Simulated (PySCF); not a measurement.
Species: acetylene, C₂H₂.
Numbering: `[CH:1]#[CH:2]` (hydrogens: H3 on C1; H4 on C2)

Method: PySCF 2.14.0, PBE/def2-TZVP geometry optimisation, gas phase; density fitting, grid level 1; the optimiser is geomeTRIC in internal coordinates, started from a GFN2-xTB structure.

Step 0: E = -2102.0859 eV
```
atom  x, y, z in Å  |  force x, y, z in eV/Å
C1      0.5396   -0.0056    0.5771    0.537  -0.007   0.256
C2     -0.5345    0.0079    0.0562   -0.537   0.007  -0.256
H3      1.4840   -0.0173    1.0353    0.774  -0.010   0.375
H4     -1.4789    0.0198   -0.4019   -0.774   0.010  -0.375
```

Q: Estimate the geometry and energy of step 1. (The exact step hangs on the optimiser's Hessian estimate; all steps are aligned on step 0, rigid shifts and turns removed.)

A: E = -2102.1136 eV, largest force 0.216 eV/Å
```
atom  x, y, z in Å  |  force x, y, z in eV/Å
C1      0.5452   -0.0056    0.5795    0.196  -0.002   0.093
C2     -0.5400    0.0079    0.0538   -0.195   0.002  -0.092
H3      1.5091   -0.0177    1.0476   -0.020   0.000  -0.011
H4     -1.5040    0.0201   -0.4142    0.020  -0.001   0.011
```

The energy changes by -0.0276 eV. The first-order estimate −F·Δx gives -0.0551 eV and the mean of the old and new forces, exact on a quadratic surface, -0.0282 eV. The step makes an angle of 23° with the force vector and moves no atom by more than 0.028 Å.

The cost below is that of the whole optimisation. The run took 2.5 s on AMD EPYC 7R13, one thread, no GPU, shared host with 128 logical CPUs at a one-minute load of 22, and the process peaked at 0.28 GiB of memory.
